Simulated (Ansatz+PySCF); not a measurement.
## singlet C2H(-): levels of theory in one basis

```xyz
3

H     0.0000    0.0000   -1.7008
C     0.0000    0.0000   -0.5334
C     0.0000    0.0000    0.8169
```

Basis set: def2-SVP (spherical functions). Left uncorrelated: 2 orbitals. Charge -1, multiplicity 1.

Computed with Ansatz (development build ahead of 0.2.0); each method stands on the lowest determinant of its kind that the runs found. NEVPT2 correlates all electrons. Active spaces start from the frontier orbitals, and the lowest solution found is given.

```tsv
method	E − E(RHF) (eV)	<S²> of the determinant
RHF	0.00	0.00
UHF	-0.03	0.25
RHF-MP2	-7.25	–
RHF-CCSD	-7.57	–
UHF-CCSD	-7.56	0.25
RHF-CCSD(T)	-7.97	–
UHF-CCSD(T)	-7.94	0.25
CASSCF(10,9)	-3.83	–
SC-NEVPT2(10,9)	-7.30	–
```

(1) What does UHF-MP2 give on the same scale?

(2) Is a single determinant a sound starting point here?

## Answers

(1) -6.77 eV.

(2) Only with care. Unrestricted orbitals gain 0.03 eV and <S²> is 0.25 against 0.00 for a pure state, so spin symmetry breaks but gains little energy; restricted orbitals can still serve. The CASSCF(10,9) natural occupations are 1.99, 1.97, 1.97, 1.93, 1.93, 0.08, 0.08, 0.04, 0.02.

Caution: no diffuse functions for an anion. Caution for UHF, UHF-MP2, UHF-CCSD, UHF-CCSD(T): the unrestricted determinant is spin contaminated. Caution for UHF-MP2: another reference gives a lower total.
